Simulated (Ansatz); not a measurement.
A made-up structure of NaSiNH3, doublet:

```
6
angstrom
N -0.2256 -0.8711 -0.3354
Si 0.0759 0.7464 0.1703
Na 1.0308 -2.1913 0.8806
H -0.8716 -1.1035 -1.2242
H -0.6744 1.9050 -0.6815
H 0.6650 1.5144 1.1901
```

It is relaxed with PBE-D4/def2-SVP and then PBE0-D4/def2-TZVP (Ansatz 0.2.0). Atoms count as bonded within 1.22 times the sum of their covalent radii (H–H: 0.88 Å). The end point is not checked to be a true minimum.

(1) Does its bonding change? (A judgement: the text doesn't fix the answer.)

## Answers

(1) By the calculation: Yes. Formed: Na3–H6; broken: none.

Where it ends: The first stage lowers the energy by 1.10 eV in 16 steps. It ends as NaSiNH₃ ([H]1[Na]2[NH][SiH]12):
```
6
angstrom
N -0.1682 -0.8286 -0.5191
Si 0.2090 0.8023 -0.3338
Na 0.6983 -1.5106 1.3074
H -0.7088 -1.0877 -1.3326
H -0.9199 1.8010 -0.1754
H 0.8897 0.8236 1.0535
```

Labels in which every atom is bracketed show which atoms are joined, not bond orders.

For scale, one of the runs: PBE0-D4/def2-TZVP relaxation, 118 basis functions, launched by `ansatz run in.yaml --threads 2 --pin off --events-out ev --progress --plain --max-ram 4352MiB`. The run took about 22 s on 2 CPU threads of an Arm Neoverse V2 (shared host).
